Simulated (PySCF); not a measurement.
Homolysis of single bonds, series Ga SiH3-H. Isolated molecules, 0 K electronic values unless said otherwise. Strings in code marks are SMILES.

All values below come from r2SCAN-D4/def2-TZVP (PySCF). 

```tsv
species	LUMO (eV)	HOMO (eV)
radical fragment (`[SiH3]`)	–	–
whole molecule (`[SiH3][GaH][SiH3]`)	-3.02	?
whole molecule (`[SiH3][GaH2]`)	-2.71	-6.85
whole molecule (`[GaH3]`)	-2.30	-7.68
```

Task: What belongs in the gaps?

Result: 
- whole molecule (`[SiH3][GaH][SiH3]`), HOMO (eV): -6.53
